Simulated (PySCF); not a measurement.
Species, as SMILES: N (NH3).
Geometry (B3LYP-D3(BJ)/def2-TZVP, fixed):
```xyz
4

N      0.0022    -0.0038     0.1116
H     -0.0020     0.9512    -0.2281
H      0.8095    -0.4644    -0.2929
H     -0.8232    -0.4600    -0.2599
```
Charge 0, spin multiplicity 1.

Basis-set convergence of the isotropic shielding of H2 at PBE with PySCF. GIAO, no density fitting; atoms are numbered in the order shown. All functions are spherical. Core-valence sets carry the plain set on hydrogen. No added dispersion term, no relativity. Reference: the value in pcSseg-3, 31.55 ppm, itself unsure by roughly 0.12 ppm (its mean distance from cc-pCVQZ, pcseg-3, pcSseg-2). Deviations are taken from unrounded values. Cost is core time over that of cc-pCVTZ, rough, on shared machines of one kind; a dash marks a row that isn't timed (too short, read off another run, short of memory, by another algorithm or on other hardware).

```json
[
 {"basis": "STO-3G", "functions": "8", "isotropic shielding of H2 (ppm)": "33.00", "minus reference (ppm)": "1.45", "cost": "-"},
 {"basis": "6-31G", "functions": "15", "isotropic shielding of H2 (ppm)": "33.35", "minus reference (ppm)": "1.79", "cost": "-"},
 {"basis": "6-31+G*", "functions": "24", "isotropic shielding of H2 (ppm)": "32.46", "minus reference (ppm)": "0.91", "cost": "-"},
 {"basis": "pcseg-1", "functions": "29", "isotropic shielding of H2 (ppm)": "32.05", "minus reference (ppm)": "0.50", "cost": "-"},
 {"basis": "6-311++G(2d,2p)", "functions": "57", "isotropic shielding of H2 (ppm)": "31.85", "minus reference (ppm)": "0.30", "cost": "0.6×"},
 {"basis": "def2-TZVPD", "functions": "64", "isotropic shielding of H2 (ppm)": "32.15", "minus reference (ppm)": "0.60", "cost": "0.6×"},
 {"basis": "pcseg-2", "functions": "72", "isotropic shielding of H2 (ppm)": "31.75", "minus reference (ppm)": "0.19", "cost": "0.8×"},
 {"basis": "def2-TZVPP", "functions": "73", "isotropic shielding of H2 (ppm)": "31.85", "minus reference (ppm)": "0.30", "cost": "0.8×"},
 {"basis": "cc-pCVTZ", "functions": "85", "isotropic shielding of H2 (ppm)": "31.99", "minus reference (ppm)": "0.44", "cost": "1×"},
 {"basis": "6-311++G(3df,3pd)", "functions": "93", "isotropic shielding of H2 (ppm)": "31.62", "minus reference (ppm)": "0.06", "cost": "1×"},
 {"basis": "def2-QZVPP", "functions": "147", "isotropic shielding of H2 (ppm)": "31.68", "minus reference (ppm)": "0.13", "cost": "4×"},
 {"basis": "pcseg-3", "functions": "159", "isotropic shielding of H2 (ppm)": "31.57", "minus reference (ppm)": "0.02", "cost": "6×"},
 {"basis": "def2-QZVPPD", "functions": "162", "isotropic shielding of H2 (ppm)": "31.63", "minus reference (ppm)": "0.08", "cost": "4×"}
]
```
